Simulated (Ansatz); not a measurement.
**CH2: shapes and states compared**

Program: Ansatz, Gaussian basis, development build. Basis aug-cc-pVTZ, nonrelativistic, 1 orbital frozen in the corrections; active space CAS(6,6). Restricted Hartree–Fock, then the lowest state-specific CASSCF solution met for each case. Single-reference values can break down or jump between states where bonds are stretched. Unlike active orbitals can shift such differences by tenths of an eV, at times by over 1 eV.

Case A, singlet:

```xyz
3

C     0.0000    0.0000    0.0000
H     0.0000    0.8627    0.6937
H     0.0000   -0.8627    0.6937
```

Case B, triplet:

```xyz
3

C     0.0000    0.0000    0.0000
H     0.0000    0.9892    0.4209
H     0.0000   -0.9892    0.4209
```

Energy less that of case A, in eV:

| case | RHF/ROHF | CASSCF |
| --- | --- | --- |
| B | -1.067 | -0.437 |

What does SC-NEVPT2 give for these differences?

B: -0.487 eV (-11.2 kcal/mol).

Which case is lowest, and do the methods agree?

B is lowest in SC-NEVPT2. Of the methods shown, RHF/ROHF, CASSCF agree.
